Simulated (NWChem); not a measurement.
hydrogen peroxide (H₂O₂)

SMILES: OO
```xyz
4

O     -0.2942     0.6453    -0.0547
O      0.2942    -0.6453    -0.0547
H      0.3673     1.1503     0.4376
H     -0.3673    -1.1503     0.4376
```
Charge 0, spin multiplicity 1.

All runs are NWChem calculations. Structure: optimised with PBE0/def2-SVP, a minimum by its harmonic frequencies. It is one conformer; others weren't searched.

Symmetry labels belong to the abelian group C2 used in the runs, with the axes of the coordinates shown.

List the lowest 4 singlet excitations that TD-PBE/def2-SVPD gives, with oscillator strengths.


```tsv
state	symmetry	energy (eV)	wavelength (nm)	f
1	a	5.83	213	0.008
2	b	6.09	204	0.004
3	b	7.17	173	0.017
4	a	7.38	168	0.002
```
